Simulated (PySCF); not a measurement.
Molecular orbitals of PS

B3LYP at R = 1.911 Å; PySCF, no relativity, basis sets P def2-SVP, S def2-SVP. State: ²Π (doublet), unpaired electrons π ↑. Only the outer orbitals are listed, counted within each symmetry.

```csv
spin,orbital,occ.,ε (eV),on P (%),main shells (%)
α,7σ,1,-20.95,32,"63 S s, 25 P s"
α,8σ,1,-14.55,59,"58 P s, 29 S s, 11 S p"
α,9σ,1,-9.38,52,"44 S p, 38 P p, 12 P s"
α,3π,1,-9.11,39,"60 S p, 38 P p"
α,3π,1,-8.86,36,"63 S p, 35 P p"
α,4π,1,-5.28,62,"61 P p, 38 S p"
α,4π,0,-3.61,64,"64 P p, 35 S p"
α,10σ,0,1.44,71,"60 P p, 30 S p"
α,11σ,0,5.51,95,86 P s
β,7σ,1,-20.67,31,"64 S s, 23 P s"
β,8σ,1,-13.85,57,"56 P s, 28 S s, 14 S p"
β,9σ,1,-9.05,54,"42 S p, 38 P p, 15 P s"
β,3π,1,-8.75,34,"66 S p, 32 P p"
β,3π,1,-8.14,31,"68 S p, 30 P p"
β,4π,0,-3.36,67,"66 P p, 32 S p"
β,4π,0,-2.59,69,"69 P p, 30 S p"
β,10σ,0,1.73,71,"59 P p, 29 S p"
```

Problem. Which are the highest filled and the lowest empty level, where do they sit, and how wide is the gap?

Solution. Highest filled α 4π at -5.28 eV (in %: 61 P p, 38 S p); lowest empty α 4π at -3.61 eV (in %: 64 P p, 35 S p); the gap at B3LYP is 1.67 eV. Both belong to one degenerate shell, split only by its one-sided filling, so this is no excitation gap.

* bond order (Mayer): 2.29
* ⟨S²⟩: 0.753
* charge on P (Mulliken, basis-dependent): 0.12
* charge on P (Löwdin, basis-dependent): 0.04
* dipole moment (positive dipole means P(−)S(+)): -0.66 D
* polarisability along the bond: 50.2 bohr³
* polarisability across the bond: 19.1 bohr³

The state is the lowest determinant that a PBE0 search found; another state may lie lower at other levels.
